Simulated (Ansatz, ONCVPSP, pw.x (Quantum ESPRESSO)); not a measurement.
## pw.x on diamond Si: one setting changed

Potential: optimised norm-conserving Vanderbilt (ONCV), ONCVPSP 4.0.1.1 (patched build), PBE; core [Ne], reference 3s2 3p2; waves: 3s: rc 2.32 bohr, ncon 4, nbas 8, qcut 2.8 1/bohr, 2 projectors, debl 0.7 Ha; 3p: rc 2.32 bohr, ncon 4, nbas 9, qcut 5 1/bohr, 2 projectors, debl 0.9 Ha; d scattering state at 0.25 Ha: rc 2.14 bohr, ncon 4, nbas 9, qcut 6.4 1/bohr, 2 projectors, debl 3.7 Ha; local part: polynomial inside 1.84 bohr (lpopt 5, dvloc0 2 Ha); core correction: polynomial model core, fcfact 0.15.

The reference run (k-mesh 8³, cutoffs 70/280 Ry, Fermi–Dirac 0.01 Ry, mixing_beta 0.4, conv_thr 1e-9, no spin) gives -0.45 GPa at 20.463 Å³/atom, where all-electron LAPW gives -0.05 GPa. This run, with its own iteration cap, changes nbnd to 16.

```
&control
  calculation='scf', prefix='x', pseudo_dir='./', outdir='./tmp', tstress=.true., disk_io='none'
/
&system
  ibrav=0, nat=2, ntyp=1, ecutwfc=70, ecutrho=280, nbnd=16,
  occupations='smearing', smearing='fd', degauss=0.01
/
&electrons
  conv_thr=1e-09, mixing_beta=0.4, electron_maxstep=50
/
ATOMIC_SPECIES
Si 1.0 Si.UPF
CELL_PARAMETERS angstrom
  0.00000000 2.73520428 2.73520428
  2.73520428 0.00000000 2.73520428
  2.73520428 2.73520428 0.00000000
ATOMIC_POSITIONS crystal
Si 0.0000 0.0000 0.0000
Si 0.2500 0.2500 0.2500
K_POINTS automatic
8 8 8 0 0 0
```

```bash
pw.x < Si.scf.in > Si.scf.out
```

How does the run end?

It converges in 6 iterations; the free energy moves by +0.0 meV/atom and the pressure by +0.00 GPa. The result is that of the reference run.

```
Message from routine setup:
     using ibrav=0 with symmetry is DISCOURAGED, use correct ibrav instead
     lattice parameter (alat)  =       7.3098  a.u.
     unit-cell volume          =     276.1823 (a.u.)^3
     number of electrons       =         8.00
     number of Kohn-Sham states=           16
     kinetic-energy cutoff     =      70.0000  Ry
     charge density cutoff     =     280.0000  Ry
     scf convergence threshold =      1.0E-09
     Exchange-correlation= PBE
     number of k points=    29  Fermi-Dirac smearing, width (Ry)=  0.0100
     iteration #  1     ecut=    70.00 Ry     beta= 0.40
     total energy              =     -18.36634492 Ry
     estimated scf accuracy    <       0.05561632 Ry
     iteration #  2     ecut=    70.00 Ry     beta= 0.40
     total energy              =     -18.36329941 Ry
     estimated scf accuracy    <       0.01588521 Ry
     iteration #  3     ecut=    70.00 Ry     beta= 0.40
     total energy              =     -18.36385861 Ry
     estimated scf accuracy    <       0.00016077 Ry
     iteration #  4     ecut=    70.00 Ry     beta= 0.40
     c_bands:  1 eigenvalues not converged
     c_bands:  1 eigenvalues not converged
     total energy              =     -18.36387044 Ry
     estimated scf accuracy    <       0.00000119 Ry
     iteration #  5     ecut=    70.00 Ry     beta= 0.40
     total energy              =     -18.36387090 Ry
     estimated scf accuracy    <       0.00000013 Ry
     iteration #  6     ecut=    70.00 Ry     beta= 0.40
     the Fermi energy is     6.2132 ev
!    total energy              =     -18.36387093 Ry
     estimated scf accuracy    <          3.5E-10 Ry
     smearing contrib. (-TS)   =      -0.00026275 Ry
     The total energy is F=E-TS. E is the sum of the following terms:
     one-electron contribution =       4.80617319 Ry
     hartree contribution      =       1.13266166 Ry
     xc contribution           =      -7.62758896 Ry
     ewald contribution        =     -16.67485408 Ry
     convergence has been achieved in   6 iterations
          total   stress  (Ry/bohr**3)                   (kbar)     P=       -4.48
     Message from routine punch:
     Nothing written, as per user request (disk_io='none')
```

The run took about 8.4 s on one core of a shared host (Intel(R) Xeon(R) 6975P-C, 192 threads, 1512 GiB, load 51).
